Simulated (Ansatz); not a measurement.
Input file:

```yaml
crystal:
  periodic: [false, false, false]
  atoms:
    - {symbol: Ga, position_ang: [0.064568, -0.291861, 2.420859]}
    - {symbol: C, position_ang: [-0.100349, -0.075768, 0.448882]}
    - {symbol: S, position_ang: [-0.023685, -0.424443, -1.212877]}
    - {symbol: H, position_ang: [0.059466, 0.792072, -1.656864]}
basis:
  gaussian: {orbitals: cc-pVDZ}
magnetization: {spin_polarized: false, initial_magnetization: 2}
correlation: {method: ccsdt_q, electrons: outside_noble_gas}
```

```sh
$ ansatz run in.yaml --threads 1 --pin off --events-out ev --progress --plain --max-ram 2393MiB
```

Output:

```
1251 factors; integrals over basis functions are off by at most 1.9e-7 eV
mean field evaluation 1: about -64193.0030 eV, gradient 1.3e1 eV
mean field evaluation 2: about -64193.0093 eV, gradient 1.3e1 eV
mean field evaluation 4: about -64194.4010 eV, gradient 4.0e0 eV
mean field evaluation 8: about -64194.5578 eV, gradient 2.2e-1 eV
mean field evaluation 16: about -64194.0591 eV, gradient 8.3e0 eV
mean field evaluation 32: about -64193.8704 eV, gradient 8.5e0 eV
mean field evaluation 64: about -64189.9627 eV, gradient 9.1e0 eV
mean field evaluation 96: about -64190.5448 eV, gradient 9.7e-1 eV
mean field evaluation 128: about -64192.3469 eV, gradient 6.4e-1 eV
mean field -64194.55933823 eV, -2359.1065430450 hartree, gradient 1.6e-6 eV, S^2 2.000000; 5 other end points of the search recorded, 0 dependent functions left out
mean field evaluation 160: about -64194.8225 eV, gradient 2.6e-2 eV
determinant -64194.55933823 eV, -2359.1065430450 hartree, with singles and doubles -64203.04756637 eV, -2359.4184796755 hartree
determinant -64191.55817766 eV, -2358.9962524280 hartree, with singles and doubles -64200.61864204 eV, -2359.3292183528 hartree
determinant -64191.26614278 eV, -2358.9855203443 hartree, with singles and doubles -64199.89616244 eV, -2359.3026677173 hartree
20 core orbitals not correlated: weight in the atoms' cores, before any rotation towards them, 0.991 or more for the frozen orbitals, at most 0.004 for the correlated occupied ones
reference -64194.55933823 eV, -2359.1065430450 hartree; 8, 6 occupied and 36, 38 virtual orbitals, 1251 factors
second order -7.23425379 eV of doubles, -0.13277063 eV of singles
...
cycle  18  -8.82034167 eV  change    2.0e-5 eV  update   2.5e-5
cycle  19  -8.82033378 eV  change    7.9e-6 eV  update   1.5e-5
cycle  20  -8.82034045 eV  change   -6.7e-6 eV  update   8.9e-6
cycle  21  -8.82034444 eV  change   -4.0e-6 eV  update   6.2e-6
cycle  22  -8.82034664 eV  change   -2.2e-6 eV  update   4.7e-6
cycle  23  -8.82034698 eV  change   -3.4e-7 eV  update   3.5e-6
cycle  24  -8.82034671 eV  change    2.7e-7 eV  update   2.4e-6
cycle  25  -8.82034664 eV  change    7.3e-8 eV  update   1.6e-6
cycle  26  -8.82034780 eV  change   -1.2e-6 eV  update   1.1e-6
cycle  27  -8.82034819 eV  change   -3.8e-7 eV  update   5.3e-7
perturbative correction -0.02169974 eV, -0.0007974507 hartree
Total energy: -64203.40138616 eV, -2359.4314823129 hartree
```

Ran on 1 thread of Arm Neoverse N1, shared host: 6.3 min wall, 1 GiB peak host memory.
